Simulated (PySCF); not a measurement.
```xyz
5
charge 0 multiplicity 2, angstrom
Cl    0.0000    0.0000   -0.4823
F     0.0000    1.7216   -0.4305
F     0.0000   -1.7216   -0.4305
F     1.2014    0.0000    0.8739
F    -1.2014    0.0000    0.8739
```

Computed with PySCF, UPBE, basis Cl def2-SVP, F def2-SVP (no relativity, density fitting).

This geometry of ClF4 is a stationary point at this level.

**Question.** What is the point group?

**Answer.** C2v.

**Question.** Is it a minimum?

**Answer.** No: it has 1 imaginary mode, at 254i cm⁻¹ (b1).

**Question.** List the harmonic modes with their infrared intensities.

**Answer.** 
```json
{"symmetry": "b1", "ω (cm⁻¹)": "254i", "IR (km/mol)": "–", "type": "stretch"}
{"symmetry": "a1", "ω (cm⁻¹)": "220", "IR (km/mol)": "1.7", "type": "bend"}
{"symmetry": "a2", "ω (cm⁻¹)": "228", "IR (km/mol)": "0.0", "type": "bend"}
{"symmetry": "b1", "ω (cm⁻¹)": "296", "IR (km/mol)": "40.0", "type": "bend"}
{"symmetry": "b2", "ω (cm⁻¹)": "318", "IR (km/mol)": "1.7", "type": "bend"}
{"symmetry": "a1", "ω (cm⁻¹)": "348", "IR (km/mol)": "2.4", "type": "bend"}
{"symmetry": "a1", "ω (cm⁻¹)": "480", "IR (km/mol)": "23.9", "type": "stretch"}
{"symmetry": "a1", "ω (cm⁻¹)": "560", "IR (km/mol)": "23.5", "type": "mixed"}
{"symmetry": "b2", "ω (cm⁻¹)": "732", "IR (km/mol)": "308", "type": "stretch"}
```

**Question.** What are the dipole moment and the gap between the highest occupied and lowest empty levels of either spin?

**Answer.** 2.04 D and 1.03 eV.

In C2v the vibrations span 2b1 + 4a1 + a2 + 2b2. The a2 mode carries no infrared intensity, as symmetry demands.

Other isomers or separated fragments may lie lower. At this level a doublet minimum of C4v symmetry lies 80 kJ/mol below this structure.
